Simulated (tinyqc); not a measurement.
Inside a calculation. Method: extended Hueckel theory, for H3O+. The parameters take no account of the charge, which enters only through the electron count. One step of it, computed by the program tinyqc.

Task: Orbitals. Solve H C = S C e through S^(-1/2); fill by pairs from the bottom, a degenerate level sharing its electrons equally; each orbital has its largest coefficient positive (the first on a tie).

H (eV), order 1O 2s, 1O 2px, 1O 2py, 1O 2pz, 2H 1s, 3H 1s, 4H 1s:
$$\begin{pmatrix}
-32.300000 & 0.000000 & 0.000000 & 0.000000 & -19.029144 & -19.010964 & -19.010964 \\
0.000000 & -14.800000 & 0.000000 & 0.000000 & -9.612724 & 4.805229 & 4.805229 \\
0.000000 & 0.000000 & -14.800000 & 0.000000 & 0.000000 & -8.319185 & 8.319185 \\
0.000000 & 0.000000 & 0.000000 & -14.800000 & 2.554208 & 2.550793 & 2.550793 \\
-19.029144 & -9.612724 & 0.000000 & 2.554208 & -13.600000 & -4.924153 & -4.924153 \\
-19.010964 & 4.805229 & -8.319185 & 2.550793 & -4.924153 & -13.600000 & -4.921541 \\
-19.010964 & 4.805229 & 8.319185 & 2.550793 & -4.924153 & -4.921541 & -13.600000
\end{pmatrix}$$

overlap S, order 1O 2s, 1O 2px, 1O 2py, 1O 2pz, 2H 1s, 3H 1s, 4H 1s:
$$\begin{pmatrix}
1.000000 & 0.000000 & 0.000000 & 0.000000 & 0.473804 & 0.473351 & 0.473351 \\
0.000000 & 1.000000 & 0.000000 & 0.000000 & 0.386830 & -0.193369 & -0.193369 \\
0.000000 & 0.000000 & 1.000000 & 0.000000 & 0.000000 & 0.334776 & -0.334776 \\
0.000000 & 0.000000 & 0.000000 & 1.000000 & -0.102785 & -0.102648 & -0.102648 \\
0.473804 & 0.386830 & 0.000000 & -0.102785 & 1.000000 & 0.206897 & 0.206897 \\
0.473351 & -0.193369 & 0.334776 & -0.102648 & 0.206897 & 1.000000 & 0.206787 \\
0.473351 & -0.193369 & -0.334776 & -0.102648 & 0.206897 & 0.206787 & 1.000000
\end{pmatrix}$$

valence electrons = 8

Give: orbital energies; occupations; coefficients; sum of one-electron energies.

Result:

orbital energies (eV): [-33.538, -17.317, -17.316, -14.939, 1.012, 1.035, 15.416]

occupations: [2.000, 2.000, 2.000, 2.000, 0.000, 0.000, 0.000]

coefficients, order 1O 2s, 1O 2px, 1O 2py, 1O 2pz, 2H 1s, 3H 1s, 4H 1s:
$$\begin{pmatrix}
0.832 & 0.000 & 0.000 & 0.093 & 0.000 & 0.001 & 1.117 \\
0.000 & 0.696 & 0.000 & 0.000 & 0.000 & -0.954 & 0.002 \\
0.000 & 0.000 & 0.696 & 0.000 & 0.953 & 0.000 & 0.000 \\
0.016 & 0.000 & 0.000 & 0.984 & 0.000 & 0.000 & -0.277 \\
0.110 & 0.401 & 0.000 & -0.045 & 0.000 & 1.005 & -0.677 \\
0.109 & -0.201 & 0.347 & -0.045 & -0.871 & -0.504 & -0.674 \\
0.109 & -0.201 & -0.347 & -0.045 & 0.871 & -0.504 & -0.674
\end{pmatrix}$$

sum of one-electron energies = -166.221 eV
